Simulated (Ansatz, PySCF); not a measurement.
Species: C₂HO, charge 0, doublet. C2HO (SMILES [CH]=C=O, doublet).
B3LYP-D3(BJ)/def2-TZVP minimum from Ansatz (a program for electronic structure):
```
C
O 1 1.1710
C 1 1.2878 2 170.77
H 3 1.0711 1 137.10 2 -180.00
```
Charge 0, spin multiplicity 2.

Total energies in hartree (Ansatz). UHF or UKS for unpaired electrons; spin-orbit terms are left out. Cores are frozen in correlated methods. No relativity. Where a partner has so few electrons that a lower coupled-cluster level is exact, that level stands in. The UHF reference of C2HO ([CH]=C=O, doublet) is spin-contaminated (<S^2> up to 0.07 over the pure value in the sets run).

```csv
species,HF/cc-pVTZ,CCSD(T)/cc-pVTZ,HF/cc-pVQZ,CCSD(T)/cc-pVQZ,CCSDT(Q)/cc-pVTZ
"1: C2HO (SMILES [CH]=C=O, doublet)",-151.14021,-151.68058,-151.15105,-151.72440,-151.68342
2: C (triplet),-37.69157,-37.78076,-37.69331,-37.78654,-37.78126
3: H (doublet),-0.49981,-0.49981,-0.49995,-0.49995,-0.49981
4: O (triplet),-74.81176,-74.97396,-74.81729,-74.99357,-74.97430
```

Question: Work out the enthalpy of formation at 298 K (by atomisation, with ideal-gas terms from PySCF's Hessian at B3LYP-D3(BJ)/def2-TZVP and the atoms' measured values of the G2/97 table; no spin-orbit terms) in kcal/mol: take Hartree-Fock from cc-pVQZ, extrapolate the CCSD(T) correlation energy as X^-3 (X = 3, 4), and add CCSDT(Q) - CCSD(T) in cc-pVTZ. The further terms named in the bracket sum to +0.73718 hartree. 1 hartree = 627.51 kcal/mol.

Answer: 
Species 1: correlation (64·(-0.57335) - 27·(-0.54037))/37 = -0.59742; step -0.00284; E1 = -151.15105 + (-0.59742) + (-0.00284) = -151.75131
Species 2: correlation (64·(-0.09323) - 27·(-0.08919))/37 = -0.09618; step -0.00050; E2 = -37.69331 + (-0.09618) + (-0.00050) = -37.78999
Species 3: correlation (64·(0.00000) - 27·(0.00000))/37 = 0.00000; step +0.00000; E3 = -0.49995 + (0.00000) + (+0.00000) = -0.49995
Species 4: correlation (64·(-0.17628) - 27·(-0.16220))/37 = -0.18655; step -0.00034; E4 = -74.81729 + (-0.18655) + (-0.00034) = -75.00418
+1·E1 -2·E2 -1·E3 -1·E4 +0.73718 = 0.06998 hartree = 43.9 kcal/mol. Measured: 42.5 kcal/mol, 178.0 kJ/mol (Active Thermochemical Tables 1.112 (ions: stationary electron), as tabulated in the package chemicals); atomic spin-orbit terms, which the calculations lack, would raise the computed values. The composite differs from it by +1.4 kcal/mol; core, relativistic and spin-orbit terms are not in it.
